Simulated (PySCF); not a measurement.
Species: C3HF2 (charge +1).
InChI=1S/C3HF2/c4-2-1-3(2)5/h1H/q+1

Theory: PySCF 2.14.0, density-fitted response routines, TDDFT B3LYP/def2-SVPD, vertical, gas phase, core orbitals frozen in the response. Geometry: PBE0-D3(BJ)/def2-SVP; no solvent, vibrations or thermal averaging.

Orbital energies (eV): HOMO-3 -21.02, HOMO-2 -18.48, HOMO-1 -17.36, HOMO -17.18, LUMO -8.39, LUMO+1 -7.51, LUMO+2 -5.99.

Computed singlets:

```
state  E (eV)       f
   S1    7.21  0.0001
   S2    7.70  0.0000
   S3    8.31  0.0000
   S4    8.62   0.136
   S5    9.23   0.149
   S6    9.41  0.0022
   S7    9.86   0.022
   S8   10.05   0.037
   S9   11.18   0.037
  S10   11.55  0.0000
```

Problem. Which orbital pair leads each of S1, S2, S3, S4, S5, S6, S7, S8 and S9, and how does its energy difference Δε compare with the excitation energy?

Solution. 

```csv
state,leading configuration,weight,Δε (eV),E (eV),E − Δε (eV),f,other configurations
S1,HOMO→LUMO,0.98,8.80,7.21,-1.59,0.0001,–
S2,HOMO→LUMO+1,0.89,9.67,7.70,-1.97,0.0000,H-2→L (11%)
S3,HOMO-2→LUMO,0.88,10.09,8.31,-1.78,0.0000,H→L+1 (11%)
S4,HOMO-1→LUMO,0.94,8.97,8.62,-0.35,0.136,–
S5,HOMO-1→LUMO+1,0.89,9.85,9.23,-0.62,0.149,–
S6,HOMO-2→LUMO+1,0.93,10.97,9.41,-1.56,0.0022,–
S7,HOMO→LUMO+2,0.98,11.19,9.86,-1.33,0.022,–
S8,HOMO-1→LUMO+2,0.94,11.37,10.05,-1.32,0.037,–
S9,HOMO-2→LUMO+2,0.78,12.49,11.18,-1.31,0.037,H→L+3 (12%)
```

E − Δε runs from -1.97 to -0.35 eV. By orbital difference alone the order would be S1, S4, S2, S5, S3, S6, S7, S8, S9.

H and L stand for HOMO and LUMO. The other states: S10 11.55 eV, f 0.0000, H-4→L (90%).

Problem. Which computed triplets share their leading configuration (75% or more) with a singlet, and how far apart are the partners?

Solution. 

```json
{"configuration": "HOMO-1→LUMO", "triplet": "T1", "E(T) (eV)": "6.29", "singlet": "S4", "E(S) (eV)": "8.62", "E(S) − E(T) (eV)": "+2.34"}
{"configuration": "HOMO→LUMO", "triplet": "T2", "E(T) (eV)": "6.70", "singlet": "S1", "E(S) (eV)": "7.21", "E(S) − E(T) (eV)": "+0.51"}
{"configuration": "HOMO-1→LUMO+1", "triplet": "T3", "E(T) (eV)": "7.28", "singlet": "S5", "E(S) (eV)": "9.23", "E(S) − E(T) (eV)": "+1.95"}
{"configuration": "HOMO→LUMO+1", "triplet": "T4", "E(T) (eV)": "7.34", "singlet": "S2", "E(S) (eV)": "7.70", "E(S) − E(T) (eV)": "+0.36"}
```

The 4 triplets are Tamm–Dancoff values, the singlets full response.

Summed over the main configurations (up to three a state, each over 8%) of all 10 singlets, the electron leaves HOMO with weight 3.08, HOMO-1 with weight 2.77, HOMO-2 with weight 2.70 and HOMO-4 with weight 0.90.

All these states lie below the vertical ionisation energy of 20.21 eV (ΔSCF).
